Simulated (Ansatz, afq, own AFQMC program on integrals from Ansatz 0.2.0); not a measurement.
Integrals from Ansatz 0.2.0, then the random walk in our own AFQMC program (afq).

```yaml
crystal:
  periodic: [false, false, false]
  atoms:
    - {symbol: Ge, position_ang: [0.000000, 0.000000, 0.000000]}
    - {symbol: H, position_ang: [0.000000, 0.000000, 1.277000]}
basis:
  gaussian: {orbitals: cc-pVTZ}
magnetization: {spin_polarized: true, initial_magnetization: 1}
correlation: {method: ccsd_t, electrons: outside_noble_gas, hamiltonian_folder: ham}
```

```sh
$ ansatz run in.yaml --threads 1 --pin off --events-out ev --progress --plain --max-ram 16896MiB --backend cuda --devices 0, --max-vram 18GiB
```

Options of the walk:

```
--method phaseless --trial cisd --walkers 4000 --populations 20 --least-time 60 --time-step 0.005 --steps-per-block 50 --equilibration-blocks 28 --max-blocks 4000 --target-error 0.00014 --factor-cut 1e-05 --start spin_pure --seed 3041 --release-times 0.24,0.51,0.99,1.62,2.4 --release-step 0.03 --release-every 3 --taylor-order 6
```

Times are imaginary, in 1/Eh. The walk had a cap of 130 s. With eight or more populations the least sampling time is a fifth of least-time, and the error comes from their spread. Filled inner d shells are frozen with the cores.

Output of the walk:

```
orbitals 43  electrons 3 2  factors 305 of 358
reference energy -2075.89212356 Eh
CCSD correlation -0.09475300 Eh in 9 cycles, weight of the determinant in the CISD state 0.9311
energy of the start -2075.986747 Eh
 block  time / (1/Eh)  mean weight  energy / Eh
     1     0.250  0.9998  -2075.986627
     2     0.500  0.9999  -2075.987042
     3     0.750  0.9999  -2075.987483
     4     1.000  0.9997  -2075.987941
     5     1.250  1.0000  -2075.988271
    10     2.500  0.9999  -2075.989177
    15     3.750  1.0001  -2075.989565
    20     5.000  1.0000  -2075.989390
    25     6.250  1.0001  -2075.989473
    30     7.500  0.9999  -2075.989789
    34     8.500  0.9999  -2075.989880
    35     8.750  1.0000  -2075.989650
    40    10.000  1.0001  -2075.989676
    45    11.250  1.0000  -2075.989580
    50    12.500  1.0001  -2075.989619
    55    13.750  0.9999  -2075.989515
    60    15.000  0.9999  -2075.989786
    65    16.250  0.9997  -2075.989284
    70    17.500  1.0001  -2075.989489
    75    18.750  1.0001  -2075.989521
    78    19.500  0.9999  -2075.989566
error from the spread of 20 populations
released: time / (1/Eh)  energy / Eh  error  mean overlap
  0.24  -2075.989685  0.000049  0.9995
  0.51  -2075.989690  0.000037  0.9997
  0.99  -2075.989695  0.000033  0.9974
  1.62  -2075.989708  0.000038  0.9960
  2.40  -2075.989753  0.000038  0.9927
energy -2075.989628 +/- 0.000043 Eh
(rows thinned)
```

The run passed its tests (sampling time, drift between the halves within three errors, error under three times the target), which doesn't prove that it has relaxed.

Against this walk (error 1.2 meV) on the same determinant: CCSD(T) 12.7 meV higher, CCSDT(Q) 3.6 meV lower, CCSDTQ 3.8 meV lower, full CI 3.8 meV lower. The error is statistical and leaves out the bias of the constraint. Released to 2.40 1/Eh the energy lies 3.4 ± 1.6 meV (both errors) below the phaseless value, which shows part or all of the bias of the constraint, and full CI lies 0.4 meV below the released value.

Cautions: constraint bias not in the error; no relativity below Rb; no spin-orbit coupling; inner d shell frozen.

The walk took 75 s on 1 × NVIDIA H100 80GB HBM3 with 2 threads of AMD EPYC 7R13 Processor (Zen 3) (shared host) (the card was shared). The log's last line is the phaseless energy.

CCSDT and higher add their correlation energy to the determinant of the CCSD(T) run, since their own runs factorise the integrals more tightly (a shift of under 2 meV). A walk keeps the symmetry of its determinant, which the program's search chose and which needn't be the lowest solution, so a lower state of the same spin and another symmetry isn't excluded.
